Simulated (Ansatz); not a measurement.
**C3HFS: small, medium and large basis sets**

One table from this session's results is given with a row withheld; the runs are named, their logs left out.

Computed with Ansatz 0.2.0, Gaussian basis. Level: one geometry, several basis sets.

The runs, in order: PBE0-D4/def2-SVP; ωB97M-V/def2-SVP; PBE0-D4/def2-QZVPP; ωB97M-V/def2-QZVPP; the functionals' def2-TZVPP values are taken from earlier runs.

**Structure used throughout**

All runs share one geometry, relaxed beforehand with PBE0-D4 in a triple-zeta def2 set.

6 atoms, charge 0, spin multiplicity 1.

Atoms are counted from 1 here; the program's logs count them from 0.

Bond lengths: F1–C2 1.324 Å, C2–C3 1.399 Å, C2–S5 2.019 Å, C3–C4 1.313 Å, C3–S5 1.961 Å, C4–S5 1.770 Å, C4–H6 1.075 Å. Angles: F1–C2–C3 119.4°, F1–C2–S5 116.9°, C3–C2–S5 67.2°, C2–C3–C4 127.2°, C2–C3–S5 71.7°, C4–C3–S5 61.8°, C3–C4–S5 77.4°, C3–C4–H6 140.7°, S5–C4–H6 133.5°, C2–S5–C3 41.1°, C2–S5–C4 79.4°, C3–S5–C4 40.8°.

The first run:

Contents of in.yaml:

```yaml
crystal:
  periodic: [false, false, false]
  atoms:
    - {symbol: F, position_ang: [1.971734, -0.876483, -0.925125]}
    - {symbol: C, position_ang: [0.835505, -0.196203, -0.930832]}
    - {symbol: C, position_ang: [-0.219944, -0.614115, -0.113810]}
    - {symbol: C, position_ang: [-1.010899, 0.143243, 0.610002]}
    - {symbol: S, position_ang: [0.509869, 1.049115, 0.625133]}
    - {symbol: H, position_ang: [-2.044166, 0.430342, 0.688535]}
basis:
  gaussian: {orbitals: def2-SVP}
hamiltonian: {xc: pbe0, dispersion: d4}
output: {orbitals: {seedname: orbitals}}
```

The run is started by

```console
$ ansatz run in.yaml --threads 2 --pin off --events-out ev --progress --plain --max-ram 4352MiB
```

Among the steps run: PBE0-D4 in def2-SVP; ωB97M-V in def2-SVP; PBE0-D4 in def2-QZVPP; ωB97M-V in def2-QZVPP.

One table of the session follows, with a row left open; its other results are not shown here.

It belongs to the step «Density functionals: the series». 

```
functional       basis  HOMO (eV)  LUMO (eV)
   PBE0-D4    def2-SVP      -6.76      -2.52
   PBE0-D4  def2-TZVPP      -6.88      -2.60
   PBE0-D4  def2-QZVPP      -6.91      -2.66
   ωB97M-V    def2-SVP      -8.83      -0.28
   ωB97M-V  def2-TZVPP          ?          ?
   ωB97M-V  def2-QZVPP      -9.05      -0.60
```

Q: Estimate the row for ωB97M-V, def2-TZVPP from the others.

As computed: HOMO (eV): -9.01; LUMO (eV): -0.49. In the column «HOMO (eV)» it lies between ωB97M-V, def2-QZVPP (-9.05) and ωB97M-V, def2-SVP (-8.83).
